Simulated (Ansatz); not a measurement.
## Molecular dynamics of CH5NSi

input.yaml

```yaml
crystal:
  periodic: [false, false, false]
  atoms:
    - { symbol: C, position_ang: [-0.905687, 0.540514, -1.02938] }
    - { symbol: "N", position_ang: [-0.443634, -0.203832, -0.076361] }
    - { symbol: Si, position_ang: [0.977856, -0.374948, 0.992206] }
    - { symbol: H, position_ang: [-1.997845, 0.624003, -1.194877] }
    - { symbol: H, position_ang: [-0.241195, 1.128435, -1.698436] }
    - { symbol: H, position_ang: [-0.646713, 0.002042, 1.235264] }
    - { symbol: H, position_ang: [2.32382, 0.078086, 0.436709] }
    - { symbol: H, position_ang: [1.025498, -1.851401, 1.279174] }
basis:
  gaussian: { orbitals: def2-SVP }
hamiltonian:
  xc: pbe
md:
  timestep: 0.5
  n_steps: 200
  ensemble: nve
  temperature: 100.0
  initial_velocities: maxwell_boltzmann
  seed: 4063
```

Launched with:

```bash
$ ansatz run input.yaml --threads 1 --pin off --max-ram 2048MiB --backend cpu --events-out ev --progress --plain --runs-dir out
```

It starts at the highest image of a converged band, a first-order saddle point between two minima.

Output, in part (one step line in 4, the closing report, with atoms numbered from 0):

```
md step     0: t =     0.00 fs  T =   100.0 K  F+E_penalty+E_count = -10471.13706989 eV  E_kin = 0.077556 eV  conserved = -10471.05951389 eV  (28 SCF iters)
md step     4: t =     2.00 fs  T =    90.2 K  F+E_penalty+E_count = -10471.12942654 eV  E_kin = 0.069986 eV  conserved = -10471.05944006 eV  (31 SCF iters)
md step     8: t =     4.00 fs  T =    84.6 K  F+E_penalty+E_count = -10471.12492574 eV  E_kin = 0.065594 eV  conserved = -10471.05933183 eV  (30 SCF iters)
md step    12: t =     6.00 fs  T =   118.3 K  F+E_penalty+E_count = -10471.15093868 eV  E_kin = 0.091726 eV  conserved = -10471.05921262 eV  (30 SCF iters)
md step    16: t =     8.00 fs  T =   234.7 K  F+E_penalty+E_count = -10471.24099104 eV  E_kin = 0.182002 eV  conserved = -10471.05898861 eV  (29 SCF iters)
md step    20: t =    10.00 fs  T =   510.3 K  F+E_penalty+E_count = -10471.45451840 eV  E_kin = 0.395750 eV  conserved = -10471.05876838 eV  (29 SCF iters)
md step    24: t =    12.00 fs  T =  1025.3 K  F+E_penalty+E_count = -10471.85424373 eV  E_kin = 0.795167 eV  conserved = -10471.05907679 eV  (30 SCF iters)
md step    28: t =    14.00 fs  T =  1722.2 K  F+E_penalty+E_count = -10472.39596570 eV  E_kin = 1.335676 eV  conserved = -10471.06028944 eV  (29 SCF iters)
md step    32: t =    16.00 fs  T =  2314.5 K  F+E_penalty+E_count = -10472.85643507 eV  E_kin = 1.795017 eV  conserved = -10471.06141760 eV  (30 SCF iters)
md step    36: t =    18.00 fs  T =  2519.2 K  F+E_penalty+E_count = -10473.01539057 eV  E_kin = 1.953813 eV  conserved = -10471.06157761 eV  (30 SCF iters)
md step    40: t =    20.00 fs  T =  2305.1 K  F+E_penalty+E_count = -10472.84866934 eV  E_kin = 1.787713 eV  conserved = -10471.06095634 eV  (29 SCF iters)
md step    44: t =    22.00 fs  T =  1854.8 K  F+E_penalty+E_count = -10472.49865698 eV  E_kin = 1.438537 eV  conserved = -10471.06012022 eV  (29 SCF iters)
md step    48: t =    24.00 fs  T =  1410.2 K  F+E_penalty+E_count = -10472.15310847 eV  E_kin = 1.093671 eV  conserved = -10471.05943720 eV  (29 SCF iters)
md step    52: t =    26.00 fs  T =  1166.4 K  F+E_penalty+E_count = -10471.96375277 eV  E_kin = 0.904604 eV  conserved = -10471.05914873 eV  (29 SCF iters)
md step    56: t =    28.00 fs  T =  1197.9 K  F+E_penalty+E_count = -10471.98859566 eV  E_kin = 0.929061 eV  conserved = -10471.05953444 eV  (27 SCF iters)
md step    60: t =    30.00 fs  T =  1377.6 K  F+E_penalty+E_count = -10472.12913618 eV  E_kin = 1.068450 eV  conserved = -10471.06068610 eV  (29 SCF iters)
md step    64: t =    32.00 fs  T =  1428.3 K  F+E_penalty+E_count = -10472.16830277 eV  E_kin = 1.107768 eV  conserved = -10471.06053490 eV  (29 SCF iters)
md step    68: t =    34.00 fs  T =  1481.7 K  F+E_penalty+E_count = -10472.20846769 eV  E_kin = 1.149121 eV  conserved = -10471.05934678 eV  (30 SCF iters)
md step    72: t =    36.00 fs  T =  1760.2 K  F+E_penalty+E_count = -10472.42674340 eV  E_kin = 1.365112 eV  conserved = -10471.06163187 eV  (30 SCF iters)
md step    76: t =    38.00 fs  T =  1740.5 K  F+E_penalty+E_count = -10472.41111462 eV  E_kin = 1.349889 eV  conserved = -10471.06122514 eV  (29 SCF iters)
md step    80: t =    40.00 fs  T =  1418.8 K  F+E_penalty+E_count = -10472.16052332 eV  E_kin = 1.100365 eV  conserved = -10471.06015868 eV  (29 SCF iters)
md step    84: t =    42.00 fs  T =  1094.6 K  F+E_penalty+E_count = -10471.90851414 eV  E_kin = 0.848961 eV  conserved = -10471.05955281 eV  (29 SCF iters)
md step    88: t =    44.00 fs  T =   973.6 K  F+E_penalty+E_count = -10471.81423813 eV  E_kin = 0.755063 eV  conserved = -10471.05917539 eV  (29 SCF iters)
md step    92: t =    46.00 fs  T =  1143.6 K  F+E_penalty+E_count = -10471.94702164 eV  E_kin = 0.886951 eV  conserved = -10471.06007082 eV  (28 SCF iters)
md step    96: t =    48.00 fs  T =  1328.3 K  F+E_penalty+E_count = -10472.09178408 eV  E_kin = 1.030190 eV  conserved = -10471.06159431 eV  (28 SCF iters)
md step   100: t =    50.00 fs  T =  1203.9 K  F+E_penalty+E_count = -10471.99328631 eV  E_kin = 0.933682 eV  conserved = -10471.05960479 eV  (28 SCF iters)
md step   104: t =    52.00 fs  T =  1249.8 K  F+E_penalty+E_count = -10472.02908781 eV  E_kin = 0.969310 eV  conserved = -10471.05977829 eV  (29 SCF iters)
md step   108: t =    54.00 fs  T =  1450.7 K  F+E_penalty+E_count = -10472.18643405 eV  E_kin = 1.125082 eV  conserved = -10471.06135199 eV  (28 SCF iters)
md step   112: t =    56.00 fs  T =  1373.6 K  F+E_penalty+E_count = -10472.12575274 eV  E_kin = 1.065301 eV  conserved = -10471.06045126 eV  (29 SCF iters)
md step   116: t =    58.00 fs  T =  1170.1 K  F+E_penalty+E_count = -10471.96746041 eV  E_kin = 0.907490 eV  conserved = -10471.05996997 eV  (29 SCF iters)
md step   120: t =    60.00 fs  T =   983.9 K  F+E_penalty+E_count = -10471.82286123 eV  E_kin = 0.763049 eV  conserved = -10471.05981264 eV  (29 SCF iters)
md step   124: t =    62.00 fs  T =   860.4 K  F+E_penalty+E_count = -10471.72706809 eV  E_kin = 0.667286 eV  conserved = -10471.05978233 eV  (29 SCF iters)
md step   128: t =    64.00 fs  T =   802.6 K  F+E_penalty+E_count = -10471.68246457 eV  E_kin = 0.622430 eV  conserved = -10471.06003488 eV  (29 SCF iters)
md step   132: t =    66.00 fs  T =   783.4 K  F+E_penalty+E_count = -10471.66703009 eV  E_kin = 0.607586 eV  conserved = -10471.05944408 eV  (29 SCF iters)
md step   136: t =    68.00 fs  T =  1012.6 K  F+E_penalty+E_count = -10471.84404740 eV  E_kin = 0.785334 eV  conserved = -10471.05871363 eV  (29 SCF iters)
md step   140: t =    70.00 fs  T =  1630.9 K  F+E_penalty+E_count = -10472.32539747 eV  E_kin = 1.264897 eV  conserved = -10471.06050003 eV  (29 SCF iters)
md step   144: t =    72.00 fs  T =  2189.0 K  F+E_penalty+E_count = -10472.75870357 eV  E_kin = 1.697706 eV  conserved = -10471.06099762 eV  (29 SCF iters)
md step   148: t =    74.00 fs  T =  2478.8 K  F+E_penalty+E_count = -10472.98304304 eV  E_kin = 1.922430 eV  conserved = -10471.06061263 eV  (28 SCF iters)
md step   152: t =    76.00 fs  T =  2584.6 K  F+E_penalty+E_count = -10473.06507626 eV  E_kin = 2.004492 eV  conserved = -10471.06058455 eV  (29 SCF iters)
md step   156: t =    78.00 fs  T =  2521.7 K  F+E_penalty+E_count = -10473.01662786 eV  E_kin = 1.955761 eV  conserved = -10471.06086692 eV  (29 SCF iters)
md step   160: t =    80.00 fs  T =  2207.6 K  F+E_penalty+E_count = -10472.77326890 eV  E_kin = 1.712155 eV  conserved = -10471.06111391 eV  (29 SCF iters)
md step   164: t =    82.00 fs  T =  1609.7 K  F+E_penalty+E_count = -10472.30840611 eV  E_kin = 1.248396 eV  conserved = -10471.06001033 eV  (29 SCF iters)
md step   168: t =    84.00 fs  T =  1101.5 K  F+E_penalty+E_count = -10471.91262233 eV  E_kin = 0.854294 eV  conserved = -10471.05832799 eV  (29 SCF iters)
md step   172: t =    86.00 fs  T =  1090.6 K  F+E_penalty+E_count = -10471.90554816 eV  E_kin = 0.845834 eV  conserved = -10471.05971383 eV  (29 SCF iters)
md step   176: t =    88.00 fs  T =  1259.8 K  F+E_penalty+E_count = -10472.03711698 eV  E_kin = 0.977023 eV  conserved = -10471.06009356 eV  (29 SCF iters)
md step   180: t =    90.00 fs  T =  1418.2 K  F+E_penalty+E_count = -10472.15991352 eV  E_kin = 1.099890 eV  conserved = -10471.06002396 eV  (29 SCF iters)
md step   184: t =    92.00 fs  T =  1575.1 K  F+E_penalty+E_count = -10472.28162236 eV  E_kin = 1.221564 eV  conserved = -10471.06005823 eV  (29 SCF iters)
md step   188: t =    94.00 fs  T =  1741.1 K  F+E_penalty+E_count = -10472.41048007 eV  E_kin = 1.350354 eV  conserved = -10471.06012587 eV  (27 SCF iters)
md step   192: t =    96.00 fs  T =  1893.2 K  F+E_penalty+E_count = -10472.52895748 eV  E_kin = 1.468253 eV  conserved = -10471.06070414 eV  (29 SCF iters)
md step   196: t =    98.00 fs  T =  1886.9 K  F+E_penalty+E_count = -10472.52412791 eV  E_kin = 1.463423 eV  conserved = -10471.06070470 eV  (29 SCF iters)
md step   200: t =   100.00 fs  T =  1756.4 K  F+E_penalty+E_count = -10472.42177581 eV  E_kin = 1.362199 eV  conserved = -10471.05957715 eV  (26 SCF iters)
Total energy: -10472.42180738 eV, -384.8544029589 hartree
Atom 0 at    -1.064811     0.596479    -0.807668 Å, force     1.083755    -0.840361     0.428179 eV/Å
Atom 1 at    -0.194851    -0.342267    -0.572368 Å, force     0.199190     0.690484     1.682166 eV/Å
Atom 2 at     0.910268    -0.357077     1.033109 Å, force    -0.529102    -1.686314    -0.848868 eV/Å
Atom 3 at    -1.906160     0.360486    -1.517335 Å, force     0.408330     0.220657    -0.006583 eV/Å
Atom 4 at    -1.076687     1.633525    -0.354649 Å, force    -0.091985    -0.412973    -0.052114 eV/Å
Atom 5 at     1.366441     0.785526     1.735684 Å, force     0.057991     2.239355     0.450009 eV/Å
Atom 6 at     2.347044    -1.015103     1.191205 Å, force    -1.166269    -0.149701    -1.032789 eV/Å
Atom 7 at     0.055096    -1.024390     2.113863 Å, force     0.038090    -0.061146    -0.620000 eV/Å
Dipole moment:    -0.163650     0.289985    -0.025188 e Å
```

The run went to its last step. The conserved energy stayed within 0.29 meV per atom of its start (net change -0.0079 meV per atom), so the integration is sound. The system heated up, since it started high on the potential surface and ran downhill. A run of 0.1 ps of so small a system gives no equilibrium averages. The orbitals stay closed-shell, which can raise the energy where a bond breaks towards radicals; this wasn't checked here.

The step under study would form N2–H6 and break Si3–H6. These pairs go: N2–H6 1.34 → 3.01 Å, Si3–H6 1.69 → 1.42 Å. In the last frame they stand as before the step (other bonds may differ from the relaxed reactants and products). It ends as one piece, CH5NSi. Pairs count as bonded within 1.25 times the sum of covalent radii (0.12 Å more for H–H).

Last frame:

```xyz
8
Properties=species:S:1:pos:R:3
C -1.065 0.597 -0.808
N -0.195 -0.342 -0.572
Si 0.910 -0.357 1.033
H -1.906 0.360 -1.517
H -1.077 1.633 -0.355
H 1.366 0.785 1.736
H 2.347 -1.015 1.191
H 0.055 -1.024 2.114
```

The run took 4.7 min on 1 thread of Arm Neoverse V2 (shared host), peak memory 0.11 GiB.
